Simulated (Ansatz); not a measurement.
**Relative stability**

Two relaxed structures of AlNH3S, doublet (PBE0-D4/def2-TZVP; forces vanish, vibrations not checked).

A:

```tsv
atom	x (Å)	y (Å)	z (Å)
N1	-1.1843	-0.3861	-0.2345
Al2	0.4068	0.3290	-0.4805
S3	1.9280	0.1478	1.0801
H4	-1.9290	-0.3387	-0.9109
H5	0.7714	1.1041	-1.8053
H6	-1.4833	-0.8924	0.5824
```

B:

N1  (-0.723, -0.478, 0.198)
Al2  (0.560, 0.624, -0.331)
S3  (2.491, 0.590, 0.742)
H4  (-1.631, -0.531, -0.233)
H5  (2.087, -0.379, 1.584)
H6  (-0.660, -1.133, 0.962)
(Å)

Computed with Ansatz 0.2.0 (basis: def2-TZVPP); correlated methods freeze the cores; orbitals are unrestricted. B3LYP uses VWN-RPA correlation.

Task: Which structure is lower at CCSD(T), and by how much? (To be estimated.)

Result: By the calculation: B, by 0.181 eV (electronic energy, against the other). By their contacts, A is AlNH₃S ([NH2][AlH][S]) and B is AlNH₃S ([NH2][Al][SH]).

Task: Do the other methods give the same order? (Judge from chemistry; the calculation decides.)

Result: By the calculation: Not all: HF gives the other order.

```csv
method,E(B) − E(A) (eV)
PBE-D4,-0.394
r2SCAN-D4,-0.305
PBE0-D4,-0.323
B3LYP-D4,-0.183
wB97M-V,-0.141
HF,0.114
MP2,-0.327
CCSD,-0.120
CCSD(T),-0.181
```

The T1 diagnostic stays at or below 0.014. ⟨S²⟩ of the unrestricted Hartree–Fock references: 0.75 to 0.76 (a pure state has 0.75).

Labels in which every atom is bracketed show which atoms are joined, not bond orders.

For scale, one of the runs: CCSD(T)/def2-TZVPP, 157 basis functions, launched by `ansatz run in.yaml --threads 2 --pin off --events-out ev --progress --plain --max-ram 4352MiB`. Hardware: 2 CPU threads of an Arm Neoverse V1, shared host. Wall time 69 s; peak host memory 2.4 GiB.
